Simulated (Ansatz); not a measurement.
Relaxation of CH6OSi (9 atoms, charge 0, multiplicity 1), to a largest force component of 0.03 eV/Å in at most 50 steps.

Method: RKS LDA/cc-pVDZ in Ansatz.

```xyz
9
Properties=species:S:1:pos:R:3:forces:R:3
Si -0.005 0.116 -1.056 0.26 0.09 0.74
O 1.014 0.269 1.600 -0.09 -0.44 -1.22
C 0.099 -0.370 2.469 -0.03 0.05 0.02
H -0.580 -1.081 1.942 0.03 0.01 0.01
H 0.627 -0.898 3.297 0.01 -0.04 0.02
H -0.523 0.434 2.913 -0.04 0.00 0.04
H 1.494 -0.431 1.081 -0.13 0.34 0.39
H -1.074 1.225 -0.854 0.02 0.00 0.00
H -0.921 -0.908 -0.314 -0.01 0.00 0.01
```

Q: Where does it end, and by what steps?

A: The forces met the threshold. After 11 steps the energy has fallen by 0.806 eV; H8 moved furthest, 0.86 Å. Joined: Si1–O2 (2.85 → 2.00 Å).

```tsv
step	energy less start (eV)	largest force component (eV/Å)	accepted
0	0.0000	1.223	yes
1	-0.3407	0.962	yes
2	-0.5766	1.242	yes
3	-0.6892	0.758	yes
4	-0.7449	0.368	yes
5	-0.7369	0.454	no
6	-0.7748	0.135	yes
7	-0.7899	0.104	yes
8	-0.8035	0.056	yes
9	-0.7630	1.102	no
10	-0.8050	0.072	yes
11	-0.8056	0.013	yes
```

```xyz
9
Properties=species:S:1:pos:R:3
Si 0.067 0.226 -0.652
O 0.874 0.012 1.164
C 0.022 -0.338 2.257
H -0.502 -1.299 2.058
H 0.610 -0.379 3.200
H -0.732 0.473 2.311
H 1.603 -0.639 1.068
H -0.909 1.253 -0.013
H -0.904 -0.953 -0.313
```

Whether the end is a true minimum wasn't checked by a vibrational analysis.

The run took 9.3 s on 2 threads of Arm Neoverse V2, with other jobs on the host, peak memory 0.11 GiB.
